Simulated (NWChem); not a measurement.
All runs are NWChem calculations. System: Si2, charge 0, spin multiplicity 3, at a geometry optimised with UPBE0/def2-SVP. The structure started from a generated list of species. Its SCF solution wasn't tested for a lower state. Level: UB2PLYP/def2-TZVP, 10 core orbitals frozen.

Input file:

```
start mol
memory heap 200 mb stack 900 mb global 1100 mb
geometry units angstroms nocenter noautoz
  Si     0.000000     0.000000     1.076635
  Si     0.000000     0.000000    -1.076635
  symmetry group D2h
end
basis spherical
  * library def2-tzvp
end
dft
  xc hfexch 0.53 becke88 0.47 lyp 0.73 mp2 0.27
  dftmp2
  odft
  mult 3
  semidirect memsize 60000000 filesize 0
  iterations 100
end
mp2
  freeze core 10
end
task dft energy
```

Part of the output:

```
             Northwest Computational Chemistry Package (NWChem) 7.3.0
             --------------------------------------------------------

                                NWChem Input Module
                                -------------------

 Scaling coordinates for geometry "geometry" by  1.889725989
 (inverse scale =  0.529177249)

 Turning off AUTOSYM since
 SYMMETRY directive was detected!

                             Geometry "geometry" -> ""
                             -------------------------

 Output coordinates in angstroms (scale by  1.889725989 to convert to a.u.)

  No.       Tag          Charge          X              Y              Z
 ---- ---------------- ---------- -------------- -------------- --------------
    1 Si                  14.0000     0.00000000     0.00000000     1.07663500
    2 Si                  14.0000     0.00000000     0.00000000    -1.07663500

 Effective nuclear repulsion energy (a.u.)      48.1680146029

            Nuclear Dipole moment (a.u.)
            ----------------------------
        X                 Y               Z
 ---------------- ---------------- ----------------
     0.0000000000     0.0000000000     0.0000000000

      Symmetry information
      --------------------

 Group name             D2h
 Group number             26
 Group order               8
 No. of unique centers     1

      Symmetry unique atoms

     1


 Summary of "ao basis" -> "" (spherical)
 ------------------------------------------------------------------------------
       Tag                 Description            Shells   Functions and Types
 ---------------- ------------------------------  ------  ---------------------
 *                         def2-tzvp                  on all atoms

  dft_input: which_mp2 not specified, using semidirect MP2 by default.

                                 NWChem DFT Module
                                 -----------------

 Summary of "ao basis" -> "ao basis" (spherical)
 ------------------------------------------------------------------------------
       Tag                 Description            Shells   Functions and Types
 ---------------- ------------------------------  ------  ---------------------
 Si                        def2-tzvp                13       37   5s5p2d1f

 Summary of "ao basis" -> "ao basis" (spherical)
 ------------------------------------------------------------------------------
       Tag                 Description            Shells   Functions and Types
 ---------------- ------------------------------  ------  ---------------------
 Si                        def2-tzvp                13       37   5s5p2d1f

      Symmetry analysis of basis
      --------------------------

        ag         16
        au          3
        b1g         3
        b1u        16
        b2g         9
        b2u         9
        b3g         9
        b3u         9

            General Information
            -------------------
          SCF calculation type: DFT
          Wavefunction type:  spin polarized.
          No. of atoms     :     2
          No. of electrons :    28
           Alpha electrons :    15
            Beta electrons :    13
          Charge           :     0
          Spin multiplicity:     3
          Use of symmetry is: on ; symmetry adaption is: on
          Maximum number of iterations: 100
          AO basis - number of functions:    74
                     number of shells:    26
          Convergence on energy requested:  1.00D-06
          Convergence on density requested:  1.00D-05
          Convergence on gradient requested:  5.00D-04

              XC Information
              --------------
                     Hartree-Fock (Exact) Exchange  0.530
                    Becke 1988 Exchange Functional  0.470
              Lee-Yang-Parr Correlation Functional  0.730

             Grid Information
             ----------------
          Grid used for XC integration:  medium
          Radial quadrature: Mura-Knowles
          Angular quadrature: Lebedev.
          Tag              B.-S. Rad. Rad. Pts. Rad. Cut. Ang. Pts.
          ---              ---------- --------- --------- ---------
          Si                  1.10       88          10.0       590
          Grid pruning is: on
          Number of quadrature shells:    88
          Spatial weights used:  Erf1

          Convergence Information
          -----------------------
          Convergence aids based upon iterative change in
          total energy or number of iterations.
          Levelshifting, if invoked, occurs when the
          HOMO/LUMO gap drops below (HL_TOL):  1.00D-02
          DIIS, if invoked, will attempt to extrapolate
          using up to (NFOCK): 10 stored Fock matrices.

                    Damping( 0%)  Levelshifting(0.5)       DIIS
                  --------------- ------------------- ---------------
          dE  on:    start            ASAP                start
          dE off:    2 iters        100 iters           100 iters

      Screening Tolerance Information
      -------------------------------
          Density screening/tol_rho:  1.00D-10
          AO Gaussian exp screening on grid/accAOfunc:  14
          CD Gaussian exp screening on grid/accCDfunc:  20
          XC Gaussian exp screening on grid/accXCfunc:  20
          Schwarz screening/accCoul:  1.00D-08

      Superposition of Atomic Density Guess
      -------------------------------------

 Sum of atomic energies:        -577.67082099

      Non-variational initial energy
      ------------------------------

 Total energy =    -577.727321
[...]
     5      0.210417  1 Si s                 42      0.210417  2 Si s
    17     -0.074504  1 Si pz                54      0.074504  2 Si pz
     2      0.065103  1 Si s                 39      0.065103  2 Si s

 Vector   12  Occ=1.000000D+00  E=-3.663363D-01  Symmetry=b1u
              MO Center= -3.9D-17, -3.7D-17, -1.3D-15, r^2= 3.6D+00
   Bfn.  Coefficient  Atom+Function         Bfn.  Coefficient  Atom+Function
  ----- ------------  ---------------      ----- ------------  ---------------
     4      0.508034  1 Si s                 41     -0.508034  2 Si s
     5      0.371392  1 Si s                 42     -0.371392  2 Si s
     3     -0.291911  1 Si s                 40      0.291911  2 Si s
    17      0.078004  1 Si pz                54      0.078004  2 Si pz
     2      0.065746  1 Si s                 39     -0.065746  2 Si s

 Vector   13  Occ=1.000000D+00  E=-2.316759D-01  Symmetry=b3u
              MO Center= -6.6D-16, -9.1D-16,  8.0D-18, r^2= 3.2D+00
   Bfn.  Coefficient  Atom+Function         Bfn.  Coefficient  Atom+Function
  ----- ------------  ---------------      ----- ------------  ---------------
    15      0.322855  1 Si px                52      0.322855  2 Si px
    18      0.250442  1 Si px                55      0.250442  2 Si px
    12      0.115263  1 Si px                49      0.115263  2 Si px
     6     -0.113842  1 Si px                43     -0.113842  2 Si px
     9     -0.057737  1 Si px                46     -0.057737  2 Si px

 Vector   14  Occ=0.000000D+00  E=-9.636438D-02  Symmetry=ag
              MO Center= -3.4D-16,  9.6D-15, -9.8D-16, r^2= 4.6D+00
   Bfn.  Coefficient  Atom+Function         Bfn.  Coefficient  Atom+Function
  ----- ------------  ---------------      ----- ------------  ---------------
     5      0.323435  1 Si s                 42      0.323435  2 Si s
    20      0.314497  1 Si pz                57     -0.314497  2 Si pz
    17      0.308042  1 Si pz                54     -0.308042  2 Si pz
    14      0.134505  1 Si pz                51     -0.134505  2 Si pz
     8     -0.126904  1 Si pz                45      0.126904  2 Si pz

 Vector   15  Occ=0.000000D+00  E=-9.034584D-02  Symmetry=b2u
              MO Center= -1.7D-15, -1.2D-14, -1.8D-15, r^2= 3.7D+00
   Bfn.  Coefficient  Atom+Function         Bfn.  Coefficient  Atom+Function
  ----- ------------  ---------------      ----- ------------  ---------------
    19      0.315291  1 Si py                56      0.315291  2 Si py
    16      0.266072  1 Si py                53      0.266072  2 Si py
    13      0.111427  1 Si py                50      0.111427  2 Si py
     7     -0.105913  1 Si py                44     -0.105913  2 Si py
    10     -0.055231  1 Si py                47     -0.055231  2 Si py

 Vector   16  Occ=0.000000D+00  E=-1.293241D-02  Symmetry=b2g
              MO Center= -4.1D-16, -3.4D-16, -1.8D-15, r^2= 5.1D+00
   Bfn.  Coefficient  Atom+Function         Bfn.  Coefficient  Atom+Function
  ----- ------------  ---------------      ----- ------------  ---------------
    18      0.616886  1 Si px                55     -0.616886  2 Si px
    15      0.287084  1 Si px                52     -0.287084  2 Si px
    12      0.128861  1 Si px                49     -0.128861  2 Si px
     6     -0.109941  1 Si px                43      0.109941  2 Si px
     9     -0.058198  1 Si px                46      0.058198  2 Si px

   alpha - beta orbital overlaps
   -----------------------------

   alpha      1      2      3      4      5      6      7      8      9     10
    beta      1      2      3      4      9      7      8     10      5      6
 overlap   1.000  1.000  1.000  1.000  1.000  1.000  1.000  1.000  1.000  1.000

   alpha     11     12     13     14     15     16     17     18     19     20
    beta     11     12     14     15     13     17     16     18     19     21
 overlap   0.997  0.996  0.992  0.991  1.000  0.996  1.000  0.989  0.973  0.970

   alpha     21     22     23     24     25     26     27     28     29     30
    beta     20     25     24     23     22     29     27     28     26     30
 overlap   0.990  0.985  0.857  1.000  0.870  0.978  0.996  0.990  1.000  1.000

   alpha     31     32     33     34     35     36     37     38     39     40
    beta     31     32     33     35     34     36     37     39     38     40
 overlap   0.997  1.000  0.998  1.000  0.999  0.999  0.982  0.999  0.999  0.995

   alpha     41     42     43     44     45     46     47     48     49     50
    beta     41     42     43     45     44     47     46     48     50     51
 overlap   0.976  0.995  0.994  1.000  1.000  0.999  1.000  0.992  0.791  0.992

   alpha     51     52     53     54     55     56     57     58     59     60
    beta     49     52     53     54     55     56     58     57     59     60
 overlap   0.791  0.999  0.999  0.992  0.994  1.000  0.993  1.000  0.994  1.000

   alpha     61     62     63     64     65     66     67     68     69     70
    beta     61     62     63     64     65     66     67     68     69     70
 overlap   0.998  0.999  1.000  1.000  1.000  1.000  1.000  1.000  1.000  1.000

   alpha     71     72     73     74
    beta     71     72     73     74
 overlap   1.000  1.000  1.000  1.000

     --------------------------
     Expectation value of S2:
     --------------------------
      <S2> =      2.0117 (Exact =     2.0000)

 center of mass
 --------------
 x =   0.00000000 y =   0.00000000 z =   0.00000000

 moments of inertia (a.u.)
 ------------------
         231.613949117161           0.000000000000           0.000000000000
           0.000000000000         231.613949117161           0.000000000000
           0.000000000000           0.000000000000           0.000000000000

     Multipole analysis of the density
     ---------------------------------

     L   x y z        total         alpha         beta         nuclear
     -   - - -        -----         -----         ----         -------
     0   0 0 0     -0.000000    -15.000000    -13.000000     28.000000

     1   1 0 0      0.000000      0.000000      0.000000      0.000000
     1   0 1 0     -0.000000     -0.000000     -0.000000      0.000000
     1   0 0 1      0.000000      0.000000     -0.000000      0.000000

     2   2 0 0    -22.557402    -12.540987    -10.016415      0.000000
     2   1 1 0     -0.000000      0.000000     -0.000000      0.000000
     2   1 0 1     -0.000000     -0.000000      0.000000      0.000000
     2   0 2 0    -19.066361    -12.838570     -6.227791      0.000000
     2   0 1 1     -0.000000     -0.000000     -0.000000      0.000000
     2   0 0 2    -18.103860    -74.931556    -59.074774    115.902470

                   NWChem MP2 Semi-direct Energy/Gradient Module
                   ---------------------------------------------

  Basis functions       =     74
  Molecular orbitals    =     74
  Frozen core           =     10
  Frozen virtuals       =      0
  Active alpha occupied =      5
  Active beta occupied  =      3
  Active alpha virtual  =     59
  Active beta virtual   =     61
  Use MO symmetry       = T
  Use skeleton AO sym   = T

  AO/Fock/Back tols     =   1.0D-09  1.0D-09  1.0D-09

 GA uses MA = F    GA memory limited = T

 Available:
  local mem=  4.43D+07
 global mem=  1.44D+08
 local disk=  0.00D+00
  mp2_memr nvloc                    59
  nvloc new                    59
   1 passes of   5:        4194304                      25915                   2761674.
   1 passes of   5: M     44322540           G      144168248           F      40128236.

 Semi-direct pass number   1 of   1  for UHF alpha       at        0.8s
  vrange nnbf                  2744
  mp2_eaftype                    10  avail_ma_in_mb                   386
 EAF : mp2_eaftype filesize          10    1380837.
  mp2_eaf for mointskh                     10
Node 0 wrote      6.5 Mb in      0.0 s     Agg I/O rate:  2075.5 Mb/s
 Done moints_semi at        1.5s
  mp2_eaftype                    10  avail_ma_in_mb                   386
 EAF : mp2_eaftype filesize          10    1380837.
  mp2_eaf for kh                    10
 Done maket at        1.5s
 Done multipass loop at        1.5s

 GA uses MA = F    GA memory limited = T

 Available:
  local mem=  4.43D+07
 global mem=  1.44D+08
 local disk=  0.00D+00
  mp2_memr nvloc                    61
  nvloc new                    61
   1 passes of   3:        4194304                      20317                   1716759.
   1 passes of   3: M     44322540           G      144168248           F      40128236.

 Semi-direct pass number   1 of   1  for UHF beta        at        1.5s
  vrange nnbf                  2744
  mp2_eaftype                    10  avail_ma_in_mb                   386
 EAF : mp2_eaftype filesize          10     858379.
  mp2_eaf for mointskh                     10
Node 0 wrote      4.0 Mb in      0.0 s     Agg I/O rate:  2062.8 Mb/s
 Done moints_semi at        2.2s
  mp2_eaftype                    10  avail_ma_in_mb                   386
 EAF : mp2_eaftype filesize          10     858379.
  mp2_eaf for kh                    10
 Done maket at        2.2s
 Done multipass loop at        2.2s

          -------------------------------------------
          DFT energy                    -578.556739763015
          Unscaled MP2 energy             -0.233569826711
          Total DFT+MP2 energy          -578.619803616227
          -------------------------------------------

 -----------------------
 Performance information
 -----------------------

 Timer overhead =  9.62D-08 seconds/call

               Nr. of calls         CPU time (s)                 Wall time (s)                GFlops
             ---------------    -------------------     ------------------------------   -------------------
Name         Min   Avg   Max    Min     Avg     Max     Min     Avg     Max   Mx/calls   Min     Max     Sum
mp2: moin     2     2     2    1.4     1.4     1.4      1.4     1.4     1.4    0.69      0.0     0.0     0.0
mp2: make     2     2     2   2.27E-2 2.27E-2 2.27E-2  2.27E-2 2.27E-2 2.27E-2 1.14E-2   0.0     0.0     0.0
mp2: tota     1     1     1    1.5     1.5     1.5      1.5     1.5     1.5     1.5      0.0     0.0     0.0

 The average no. of pstat calls per process was 5.00D+00
 with a timing overhead of 4.81D-07s

 Task  times  cpu:        2.2s     wall:        2.2s

 Total times  cpu:        2.2s     wall:        2.2s
```
